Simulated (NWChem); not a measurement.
Species: hydrogen chloride (HCl); SMILES Cl

Results from NWChem. Pople sets run with spherical d functions. The geometry was optimised at PBE-D3(BJ)/def2-SVP. Vertical excitations in the gas phase; the lowest state need not have the same character in each row.

Problem. Order these by “lowest excitation, singlet (eV)”, lowest first: LDA (Slater exchange, VWN5)/6-31+G*, TDA; Hartree-Fock/6-31+G*, CIS; B3LYP/6-31+G*, TDA.

Solution. LDA (Slater exchange, VWN5)/6-31+G*, TDA (7.23), B3LYP/6-31+G*, TDA (7.38), Hartree-Fock/6-31+G*, CIS (8.30)
